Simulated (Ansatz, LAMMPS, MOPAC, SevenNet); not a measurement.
## How well does each level of theory give the TA phonon frequency at X of zinc-blende GaAs?

Reference value: 82 cm⁻¹ (measured, temperature not stated, not corrected to a static lattice, our sources range from 79 to 82; as tabulated in Giannozzi et al., Phys. Rev. B (1991)).

```json
[
 {"level (code)": "BOP GaAs.bop.table (LAMMPS)", "value (cm⁻¹)": "132", "cell (Å³/atom)": "22.71", "difference (%)": "+61"},
 {"level (code)": "PM7 semi-empirical Hartree-Fock (MOPAC)", "value (cm⁻¹)": "109", "cell (Å³/atom)": "22.42", "difference (%)": "+33"},
 {"level (code)": "SevenNet-0", "value (cm⁻¹)": "88", "cell (Å³/atom)": "23.78", "difference (%)": "+7.3"},
 {"level (code)": "LDA (Ansatz)", "value (cm⁻¹)": "75", "cell (Å³/atom)": "21.99", "difference (%)": "-8.5"},
 {"level (code)": "PBE (Ansatz)", "value (cm⁻¹)": "75", "cell (Å³/atom)": "23.70", "difference (%)": "-8.5"},
 {"level (code)": "PBE-D3(BJ) (Ansatz)", "value (cm⁻¹)": "72", "cell (Å³/atom)": "22.85", "difference (%)": "-12.2"},
 {"level (code)": "r²SCAN (Ansatz)", "value (cm⁻¹)": "82", "cell (Å³/atom)": "22.75", "difference (%)": "0.0"},
 {"level (code)": "B3LYP (VWN-RPA form) (Ansatz)", "value (cm⁻¹)": "86", "cell (Å³/atom)": "23.95", "difference (%)": "+4.9"},
 {"level (code)": "HSE06 (Ansatz)", "value (cm⁻¹)": "82", "cell (Å³/atom)": "22.94", "difference (%)": "0.0"},
 {"level (code)": "LC-ωPBE (Ansatz)", "value (cm⁻¹)": "93", "cell (Å³/atom)": "21.64", "difference (%)": "+13.4"},
 {"level (code)": "PBE0 (Ansatz)", "value (cm⁻¹)": "83", "cell (Å³/atom)": "22.87", "difference (%)": "+1.2"},
 {"level (code)": "Hartree–Fock (Ansatz)", "value (cm⁻¹)": "104", "cell (Å³/atom)": "23.83", "difference (%)": "+27"}
]
```

Once the reference is moved by up to 4.0 % (a margin picked here for doubts on the reference and the settings, and for temperature and zero-point motion) and values within 1.0 % count as equal, the nearest can be r²SCAN (0.0 %), HSE06 (0.0 %), PBE0 (+1.2 %), B3LYP (VWN-RPA form) (+4.9 %), LDA (-8.5 %) or PBE (-8.5 %). Farthest off among them: BOP GaAs.bop.table (+61 %).

The measured value isn't corrected to a static lattice, so vibrations enter the comparison.  PM7 semi-empirical Hartree-Fock (MOPAC): the method was fitted mainly to molecules. PM7 semi-empirical Hartree-Fock (MOPAC): the run uses a supercell at the zone centre in place of a k mesh. PBE-D3(BJ): the dispersion coefficients are held fixed in the derivatives. Each level is taken at its own relaxed cell. Cutoffs and k meshes differ between the levels. Ansatz's density-functional and Hartree–Fock values are scalar-relativistic unless marked +SOC, with PAW data made under PBE.

Empirical potentials (BOP GaAs.bop.table) are fitted to chosen data: where that held the value shown, agreement is built in, and what lay outside the fit can be far off. Machine-learned potentials (SevenNet-0) are trained on DFT data: a solid inside that data is no test of them.

Differences are worked out from the printed values.

Ansatz is a first-principles code.
